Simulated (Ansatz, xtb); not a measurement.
**NO2S−: which of two conformers lies lower**

We compare I, `O=NS[O-]`, a singlet, with II, `O=NS[O-]`, a singlet. Both are isolated ions in the gas phase, relaxed with BLYP-D3(BJ)/def2-SVPD.

I (Å):

```xyz
4

N     0.1948    0.4976    0.5552
O     0.9319    0.5453    1.5830
O    -2.0906    1.4133   -0.6845
S    -1.2405    1.5405    0.6329
```

II (Å):

```xyz
4

N    -0.4893    0.6496    0.9042
O     0.2804    0.0274    1.6810
O     0.0502   -0.9685   -1.4315
S    -0.7135    0.2382   -0.7662
```

Energies in hartree; the thermal terms are from BLYP-D3(BJ)/def2-SVPD harmonic frequencies (ideal gas, rigid rotor, one conformer each, 298.15 K, 1 atm) and include the zero-point energy:

```
                               I           II
E, CCSD(T)/def2-SVPD  −602.084810  −602.092866
    E, MP2/def2-SVPD  −602.038959  −602.050510
  E, MP2/def2-TZVPPD  −602.578701  −602.590985
   zero-point energy     0.008438     0.008937
        H(298 K) − E     0.013784     0.014102
        G(298 K) − E    −0.018763    −0.018405
```

Question: Correct the CCSD(T) difference for the basis set by the MP2 change, then work out ΔE, ΔE₀, ΔH and ΔG for I → II in kcal/mol (1 Eh = 627.51 kcal/mol) and the equilibrium ratio [II]/[I].

Answer: 1. Differences II − I: CCSD(T) −0.008056, MP2 in the small set −0.011551, MP2 in the large set −0.012284 Eh.
2. ΔE = −0.008056 + (−0.012284 − (−0.011551)) = −0.008789 Eh = −5.52 kcal/mol.
3. ΔE₀ = ΔE + ΔZPE = −0.008789 + (+0.000499) Eh = −5.20 kcal/mol.
4. ΔH = ΔE + (+0.000318) Eh = −5.32 kcal/mol.
5. ΔG = ΔE + (+0.000358) Eh = −5.29 kcal/mol, so ΔS = (ΔH − ΔG)/T = −0.4 J/(mol K).
6. kT = 0.9442 mEh, so K = [II]/[I] = exp(−ΔG/kT) = exp(+8.93) ≈ 7.6 × 10^3.

Structure II is favoured at this temperature. An error of 1 kcal/mol in ΔG would change K by a factor of 5.4. Large T1 diagnostics make the coupled-cluster value less sure. Mirror images and further conformers aren't counted.

Other levels gave ΔE = −5.4 (BLYP-D3(BJ)/def2-SVPD); −2.6 (HF/def2-SVPD); −7.2 (MP2/def2-SVPD); −5.1 (CCSD(T)/def2-SVPD) kcal/mol. The correlated steps freeze 8 core orbitals. Programs: Ansatz 0.2.0.
